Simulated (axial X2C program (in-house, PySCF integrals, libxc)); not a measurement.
# A two-component session on NB: properties at the nuclei

Wanted for NB: properties at the nuclei, at the two-component level.

Method: two-component X2C with atomic mean-field terms, N dyall-av3z, B dyall-v3z; program: an in-house X2C program for linear molecules on PySCF integrals.

All values are calculated.

## Step 1: Set-up

The input, task.json:

```json
{
 "zs": [
  7,
  5
 ],
 "q": 0,
 "bas": [
  "dyall-av3z",
  "dyall-v3z"
 ],
 "r0": 1.38,
 "levels": [
  "PBE0",
  "HF",
  "B3LYP",
  "LDA",
  "TPSSh"
 ],
 "nst": 3
}
```

Keys: zs atomic numbers; q charge; bas basis sets; r0 starting distance in Å; levels methods (HF also brings MP2); nst determinants followed.

On the command line:

```console
> python soeom.py task.json out
```

Further steps of the session: Expectation values, lowest determinant; Expectation values, a higher determinant; Expectation values, a higher determinant.

**Question.** What will these runs give? Wanted: lowest determinant; Eeff magnitude; Ws magnitude N; A∥/gI N; qzz N; higher determinant (for each run or level that gives them).

As calculated:

| quantity | value |
| --- | --- |
| lowest determinant | Ω = 2 (excess of +ω over −ω: ω = 1/2, ω = 3/2) |
| Eeff magnitude (GV/cm), PBE0 | 0.0123 |
| Ws magnitude N (kHz), PBE0 | 0.000606 |
| A∥/gI N (MHz), PBE0 | 81.8 |
| qzz N (a.u.), PBE0 | -1.04 |
| higher determinant | Ω = 1 (excess of +ω over −ω: ω = -1/2, ω = 3/2) |
| Eeff magnitude (GV/cm), PBE0, higher determinant | 0.0124 |
| Ws magnitude N (kHz), PBE0, higher determinant | 0.00154 |
| A∥/gI N (MHz), PBE0, higher determinant | 97.5 |
| qzz N (a.u.), PBE0, higher determinant | -0.99 |
| higher determinant | Ω = 1 (excess of +ω over −ω: 2 × ω = 1/2) |
| Eeff magnitude (GV/cm), PBE0, higher determinant | 0.0125 |
| Ws magnitude N (kHz), PBE0, higher determinant | 0.0016 |
| A∥/gI N (MHz), PBE0, higher determinant | 216 |
| qzz N (a.u.), PBE0, higher determinant | -0.99 |

**Reading.** In the first state, the effective field runs from 0.0102 to 0.0137 GV/cm over the mean-field levels. The expectation values come from single determinants, which for open shells can mix terms of unlike spin or miss the lowest Ω, so a determinant need not be a state. Eeff is the effective electric field on the electron dipole moment in this Ω state and Ws the scalar–pseudoscalar constant (defined with the proton number Z and per Ω); A∥ is the parallel hyperfine constant, which follows by multiplying with the nuclear g factor gI = μI/(I μN); qzz is the electric field gradient, eQq0 = 234.96 MHz × Q/barn × qzz; μ is positive if B is the positive end. The operators were transformed with the bare-nucleus X2C matrices.
